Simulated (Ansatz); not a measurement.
# AlBH2 (triplet): wave-function methods side by side, def2-QZVPP

An exercise on one series of results from a longer session: the logs are not shown, and one member is left open.

Program: Ansatz 0.2.0, Gaussian basis. Level of theory: def2-QZVPP, core rule «outside noble gas», up to 6 orbitals frozen. These are calculated values, not measurements.

Plan: UHF; ROHF; CCSD(T) on UHF.

2 further runs of the same task are left out: 2 set aside as unsound or not needed.

## What is computed

The geometry is a PBE0/def2-TZVP stationary point (not a proven minimum).

4 atoms, charge 0, spin multiplicity 3.

Atoms are counted from 1 here; the program's logs count them from 0.

Bond lengths: B1–Al2 2.079 Å, Al2–H3 1.585 Å, Al2–H4 1.585 Å. Angles: B1–Al2–H3 117.0°, B1–Al2–H4 117.0°, H3–Al2–H4 125.9°.

Set-up of the first run:

in.yaml

```yaml
crystal:
  periodic: [false, false, false]
  atoms:
    - {symbol: B, position_ang: [0.000000, 0.000000, 1.551119]}
    - {symbol: Al, position_ang: [0.000000, 0.000000, -0.528209]}
    - {symbol: H, position_ang: [0.000000, -1.411327, -1.248716]}
    - {symbol: H, position_ang: [0.000000, 1.411327, -1.248716]}
basis:
  gaussian: {orbitals: "def2-QZVPP.json"}
magnetization: {spin_polarized: true, initial_magnetization: 2}
hamiltonian: {xc: hf}
output: {orbitals: {seedname: orbitals}}
```

On the command line:

```bash
ansatz run in.yaml --threads 1 --pin off --events-out ev --progress --plain --max-ram 2393MiB
```

Among the steps run: UHF; ROHF; CCSD(T) on UHF.

One of the session's tables, all rows but one given; the rest of the session is left out.

It belongs to the step «Misses and costs». 

```
  method  from UCCSD(T) (kJ/mol)
    ROHF                       ?
     UHF                  +445.9
    UMP2                   +95.9
   UCCSD                   +14.1
UCCSD(T)                       0
```

Estimate the missing values for ROHF.

As computed: from UCCSD(T) (kJ/mol): +452.6. In the column «from UCCSD(T) (kJ/mol)» it is the highest.
